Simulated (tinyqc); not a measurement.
Hueckel theory of the pi electrons, for the molecule C=CN (SMILES; centres numbered as the heavy atoms are written), step by step. One step of it, computed by the program tinyqc.

Question. Energy, charges, bond orders. E = sum n x; q_r = z_r - P_rr; bond order p = P_rs; free valence = sqrt(3) - sum of p over the bonds of the atom.

x values: 1.946637  0.682458  -1.129095

occupations: 2.000000  2.000000  0.000000

charge and bond-order matrix P:
```
,1C,2C,3N
1C,1.164192,0.943706,-0.287158
2C,0.943706,0.934466,0.324228
3N,-0.287158,0.324228,1.901341
```

Centres:
```
centre,"z_r, pi electrons of the neutral centre",h
1C,1,0.000000
2C,1,0.000000
3N,2,1.500000
```

Bonds:
```
i,j,k
1,2,1
2,3,0.800000
```

Give: pi energy = 4 alpha + this times beta; pi charges; Bond orders and lengths from R = 1.517 - 0.180 p; free valence of the carbons; gap between the highest filled and the next level.

Answer.

pi energy = 4 alpha + this times beta = 5.2582

pi charges: 1C -0.1642, 2C 0.0655, 3N 0.0987

Bond orders and lengths from R = 1.517 - 0.180 p (angstrom, C-C alone):
```
bond,p,R
1-2,0.9437,1.3471
2-3,0.3242,-
```

free valence of the carbons: 1C 0.7883, 2C 0.4641

gap between the highest filled and the next level = 1.8116 |beta|
